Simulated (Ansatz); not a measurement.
Basis sets compared for SiS2⁻. The state is a doublet with charge -1. Geometry PBE-D4/def2-TZVPD. Ansatz on 4 threads of Arm Neoverse V1 on a shared host; times are rough, and most runs start from earlier orbitals.

```xyz
3

Si   -0.145    0.259    0.443
S     0.512    1.496   -1.027
S    -0.366   -1.755    0.585
```

At PBE-D4/def2-TZVPD the highest occupied level of the charge -1 doublet lies above zero (up to 0.01 eV). By energy differences its removal costs 2.68 eV (vertical, to the charge 0 singlet, at PBE-D4/def2-TZVPD); a positive level beside a positive removal energy at the same level points to self-interaction error. The structure comes from a short search, and lower isomers may exist.

| level | functions | energy (Eh) | HOMO (eV) | LUMO (eV) | wall time |
| --- | --- | --- | --- | --- | --- |
| PBE-D4/def2-SVPD | 78 | -1085.1840 | -0.02 | 0.96 | 0.75 s |
| PBE0-D4/def2-SVPD | 78 | -1085.2684 | -1.06 | 1.73 | 1.2 s |

**Question.** Estimate the rows for PBE-D4/def2-TZVPD, PBE0-D4/def2-TZVPD.

**Answer.** 
```tsv
level	functions	energy (Eh)	HOMO (eV)	LUMO (eV)	wall time
PBE-D4/def2-TZVPD	135	-1085.5496	0.01	0.97	1.5 s
PBE0-D4/def2-TZVPD	135	-1085.6310	-1.02	1.75	2 s
```
